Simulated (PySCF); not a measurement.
HN, SMILES [NH], multiplicity 3. Atoms are numbered in the order given.

```xyz
2

N      0.0000     0.0000    -0.1299
H      0.0000     0.0000     0.9093
```
Charge 0, spin multiplicity 3.

The structure is a stationary point at PBE0-D3(BJ)/def2-TZVPD.

Computed with PySCF with PBE/def2-TZVPD.

Mulliken values depend strongly on the basis, most of all with diffuse functions as here. Atomic charges (e):

```json
[
 {"atom": "N1", "meta-Löwdin": "-0.21", "Mulliken": "-0.16", "Mulliken spin": "2.02"},
 {"atom": "H2", "meta-Löwdin": "0.21", "Mulliken": "0.16", "Mulliken spin": "-0.02"}
]
```
